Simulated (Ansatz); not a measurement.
```yaml
crystal:
  periodic: [false, false, false]
  atoms:
    - {symbol: P, position_ang: [-0.004619, 0.004466, 0.587358]}
    - {symbol: F, position_ang: [1.369797, -0.029651, -0.184829]}
    - {symbol: F, position_ang: [-0.658137, 1.197567, -0.210078]}
    - {symbol: F, position_ang: [-0.707051, -1.172381, -0.192450]}
basis:
  gaussian: {orbitals: def2-SVPD, fitting: {mean_field: def2-universal-jkfit}}
hamiltonian: {xc: {name: wB97X}, pseudopotentials: {relativity: none}}
scf: {omitted_lower_state_checks: [starts]}
```

```sh
$ ansatz run in.yaml --threads 2 --pin off --events-out ev --progress --plain --max-ram 4352MiB
```

It prints (some lines left out):

```
Functional definition: wB97X
359 factors; integrals over basis functions are off by at most 2.2e-1 eV
359 factors; integrals over basis functions are off by at most 3.0e-5 eV
mean field evaluation 1: about -17427.6562 eV, gradient 4.6e1 eV
mean field evaluation 2: about -17427.3777 eV, gradient 5.2e1 eV
mean field evaluation 4: about -17431.1358 eV, gradient 4.5e-1 eV
mean field evaluation 8: about -17431.1364 eV, gradient 3.4e-3 eV
mean field -17431.13635058 eV, -640.5824456352 hartree, gradient 7.1e-5 eV, S^2 0.000000; 0 other end points of the search recorded, 0 dependent functions left out
reference -17431.13631722 eV, -640.5824444092 hartree; 21, 21 occupied and 72, 72 virtual orbitals, 359 factors
Total energy: -17431.13631722 eV, -640.5824444092 hartree
Checks for a lower state left out: starts
```

It took 1.3 s on 2 threads of Intel Xeon 6975P-C on a shared host.
